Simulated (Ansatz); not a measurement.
A calculation with Ansatz (development build ahead of 0.2.0).

```yaml
crystal:
  periodic: [false, false, false]
  atoms:
    - { symbol: C, position_ang: [0.27854, -0.62403, 0.19022] }
    - { symbol: C, position_ang: [-0.32962, 0.69124, -0.24702] }
    - { symbol: H, position_ang: [0.30008, 1.58939, -0.15] }
    - { symbol: H, position_ang: [-1.29226, 0.78857, -0.64988] }
    - { symbol: H, position_ang: [1.29896, -0.7046, -0.17028] }
    - { symbol: H, position_ang: [0.28, -0.70839, 1.25896] }
    - { symbol: H, position_ang: [-0.3315, -1.50071, -0.13761] }
basis:
  gaussian: { orbitals: def2-SVP }
magnetization:
  spin_polarized: true
  initial_magnetization: 1
hamiltonian:
  xc: hf
correlation:
  method: mp2
  frozen_orbitals: { C: 1, H: 0 }
output:
  forces: true
```

The input is written out in the form of the current development build from the run's settings.

Results

| Property | Result |
| --- | --- |
| Converged | yes |
| Reference energy | -78.53989 hartree |
| Correlation energy | -0.26686 hartree |
| Total energy | -78.80674 hartree |
| Spin squared of the determinant | 0.763 |
| Stability test | minimum |

Forces (eV/Å):
```csv
atom,Fx,Fy,Fz
C1,-1.549,0.177,-1.097
C2,2.324,-0.341,0.842
H3,-0.375,-0.227,-0.067
H4,-1.568,0.075,-0.600
H5,0.442,-0.237,-0.132
H6,0.253,0.058,1.201
H7,0.472,0.496,-0.146
```
